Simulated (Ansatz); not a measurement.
hcp Re, treated with r²SCAN in Ansatz (plane waves, PAW).

A relaxed, unreconstructed slab of the (11-20) face has 20 atoms, two equal faces of 21.313 Å² each and an energy of -217607.4850 eV. A bulk cell of 4 atoms with the same orientation and in-plane k mesh has -43523.2500 eV. Energies are extrapolated to zero smearing.

Numerical settings: plane-wave cutoff 500 eV, 12×12×1 k mesh (along the axes of the cell as run), Fermi–Dirac smearing 0.1 eV, scalar-relativistic PAW data made under PBE.

Worked out: γ = (E_slab − N E_bulk per atom)/2A = [-217607.4850 − 20 × (-43523.2500/4)]/(2 × 21.313) = 0.2056 eV/Å². With 16.022 J/m² per eV/Å² this is 3.29 J/m², or 4.38 eV per surface cell and face.

Ansatz is a quantum-chemistry and plane-wave program.
